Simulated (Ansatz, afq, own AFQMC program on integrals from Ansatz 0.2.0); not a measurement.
Two steps: Ansatz 0.2.0 writes the Fock matrix and Cholesky factors of the valence space, and afq projects on them the lowest state that overlaps trial and start.

```yaml
crystal:
  periodic: [false, false, false]
  atoms:
    - {symbol: W, position_ang: [0.000000, 0.000000, 0.000000]}
basis:
  gaussian: {orbitals: def2-TZVPP}
total_charge: 1
magnetization: {spin_polarized: true, initial_magnetization: 5}
correlation: {method: ccsd_t, electrons: outside_noble_gas, hamiltonian_folder: ham}
```

```sh
$ ansatz run in.yaml --threads 1 --pin off --events-out ev --progress --plain --max-ram 15360MiB --backend cuda --devices 0, --max-vram 18GiB
```

afq runs on the folder ham with

```
--method phaseless --trial hf --walkers 4000 --populations 20 --least-time 40 --time-step 0.005 --steps-per-block 20 --equilibration-blocks 160 --max-blocks 4000 --target-error 0.0007 --factor-cut 1e-05 --start spin_pure --seed 5466 --taylor-order 6
```

Times are imaginary, in 1/Eh. The walk had a cap of 86 s. With eight or more populations the least sampling time is a fifth of least-time, and the error comes from their spread. Core potentials past Kr, no spin–orbit coupling.

Log:

```
orbitals 52  electrons 5 0  factors 367 of 367
reference energy -66.10305978 Eh
CCSD correlation -0.05510156 Eh in 10 cycles, weight of the determinant in the CISD state 0.9734
energy of the start -66.103060 Eh
 block  time / (1/Eh)  mean weight  energy / Eh
     1     0.100  1.0005  -66.115901
     2     0.200  1.0004  -66.125360
     3     0.300  1.0005  -66.132037
     4     0.400  1.0003  -66.137031
     5     0.500  1.0002  -66.141366
     9     0.900  1.0001  -66.150857
    25     2.500  1.0002  -66.157397
    49     4.900  1.0000  -66.158055
    61     6.100  0.9999  -66.160061
    73     7.300  0.9999  -66.158626
    97     9.700  0.9999  -66.156276
   121    12.100  0.9998  -66.158928
   145    14.500  0.9999  -66.158700
   169    16.900  0.9999  -66.156776
   193    19.300  0.9996  -66.156025
   217    21.700  1.0001  -66.158797
   235    23.500  1.0000  -66.157134
error from the spread of 20 populations
energy -66.157218 +/- 0.000283 Eh
(rows thinned)
```

The run passed its tests (sampling time, drift between the halves within three errors, error under three times the target), which doesn't prove that it has relaxed.

Against this walk (error 7.7 meV) on the same determinant: CCSD(T) 51.1 meV lower, CCSDT(Q) 55.8 meV lower, full CI for this spin (own frozen core, lowest symmetry allowed) 87.8 meV higher. The error is statistical and leaves out the bias of the constraint. CCSDT(Q) is the surest value here, so the walk's 56 meV above it is most likely the bias of the constraint with this trial, which can have either sign.

Cautions: constraint bias not in the error; no spin-orbit coupling; outer-core shells of the metal frozen.

The walk took 48 s on 2 threads of a server CPU with a shared H100 80 GB, shared host (the card was shared). The log's last line is the phaseless energy.

CCSDT and higher add their correlation energy to the determinant of the CCSD(T) run, since their own runs factorise the integrals more tightly (a shift of under 2 meV).
